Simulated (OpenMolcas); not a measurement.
# PN (phosphorus nitride) at HF/cc-pV5Z (RICD fitting, fitting threshold 0.001)

What is the energy change on altering one bond length of PN (phosphorus nitride) at HF/cc-pV5Z (RICD fitting, fitting threshold 0.001)? 

The results are computed with OpenMolcas 26.06.

## 1. Starting point

PN: 2 atoms, total charge 0, spin state singlet. SMILES: `N#P`. The bond length is the measured one.

Bond lengths: N1–P2 1.491 Å.

## 2. A single-point energy at HF/cc-pV5Z (RICD fitting, fitting threshold 0.001)

geom.xyz reads:

```xyz
2

N      0.000000     0.000000     0.000000
P      0.000000     0.000000     1.490866
```

job.inp reads:

```
&GATEWAY
 BasLib=$CurrDir
 Coord=geom.xyz
 Basis=cc-pV5Z
 Group=NoSym
 RICD
 CDThreshold=0.001

&SEWARD

&SCF
 PrOrbitals=0
```

The basis set cc-pV5Z is read from a file made from the Basis Set Exchange's data (not shown).

Command:

```
$ export MOLCAS_MEM=1860
$ pymolcas job.inp > job.log
```

The log of the run:

```text
--- Start Module: gateway ---
[...]
--- Stop Module: gateway /rc=_RC_ALL_IS_WELL_ ---
[...]
--- Start Module: seward ---
[...]
      Basis functions          186
[...]
--- Stop Module: seward /rc=_RC_ALL_IS_WELL_ ---
[...]
--- Start Module: scf ---
[...]
       Convergence after  12 Iterations
[...]
::    Total SCF energy                               -395.1874514216
[...]
      Total spin, S                                     0.0000000000
[...]
      Total electronic charge=   22.000000
      Total            charge=   -0.000000
[...]
      Dipole Moment (debye):
      Origin of the operator (angstrom)=    0.0000    0.0000    1.0267
                   X=  1.2463E-13               Y= -8.0902E-13               Z=  3.2670E+00           Total=  3.2670E+00
      Quadrupole Moment (debye*angstrom):
[...]
--- Stop Module: scf /rc=_RC_ALL_IS_WELL_ ---
[...]
```

Wall time 34 s (1 thread of Arm Neoverse V1, shared host); peak memory 0.35 GiB.

## 3. The distorted shape at the same level

geom.xyz reads:

```xyz
2

N      0.000000     0.000000    -0.745434
P      0.000000     0.000000     1.490866
```

job.input reads:

```
&GATEWAY
BASLIB=$CurrDir
COORD=geom.xyz
BASIS=cc-pV5Z
GROUP=NoSym
RICD
CDTHRESHOLD=0.001
&SEWARD
&SCF
PRORBITALS=0
```

The basis set cc-pV5Z is read from a file made from the Basis Set Exchange's data (not shown).

Command:

```
$ export MOLCAS_MEM=1860
$ pymolcas job.input > job.log
```

The log of the run:

```text
--- Start Module: gateway ---
[...]
--- Stop Module: gateway /rc=_RC_ALL_IS_WELL_ ---
[...]
--- Start Module: seward ---
[...]
      Basis functions          186
[...]
--- Stop Module: seward /rc=_RC_ALL_IS_WELL_ ---
[...]
--- Start Module: scf ---
[...]
       Convergence after  21 Iterations
[...]
::    Total SCF energy                               -394.8693555681
[...]
      Total spin, S                                     0.0000000000
[...]
      Total electronic charge=   22.000000
      Total            charge=   -0.000000
[...]
      Dipole Moment (debye):
      Origin of the operator (angstrom)=    0.0000    0.0000    0.7946
                   X=  1.7923E-13               Y=  3.4478E-14               Z=  2.9085E+00           Total=  2.9085E+00
      Quadrupole Moment (debye*angstrom):
[...]
--- Stop Module: scf /rc=_RC_ALL_IS_WELL_ ---
[...]
```

Run time: 43 s. Hardware: 1 thread of Arm Neoverse V1, shared host; peak memory 0.35 GiB.

## 4. Outcome

At HF/cc-pV5Z (RICD fitting, fitting threshold 0.001):

```
                                                         quantity          value
                                        first shape: total energy  -395.18745 Eh
                                       first shape: dipole moment         3.27 D
                                         first shape: HOMO energy      -12.06 eV
                                         first shape: LUMO energy        1.03 eV
                                       first shape: HOMO–LUMO gap       13.09 eV
                                    distorted shape: total energy  -394.86936 Eh
                                   distorted shape: dipole moment         2.91 D
                                     distorted shape: HOMO energy       -9.39 eV
                                     distorted shape: LUMO energy       -1.65 eV
                                   distorted shape: HOMO–LUMO gap        7.75 eV
energy change with the N1–P2 bond stretched from 1.491 to 2.236 Å       8.656 eV
```

With the N1–P2 bond stretched from 1.491 to 2.236 Å the energy rises by 8.66 eV (200 kcal/mol). The first shape isn't relaxed at this level, so the change isn't measured from a minimum. A restricted reference can't describe the breaking bond well at this length.
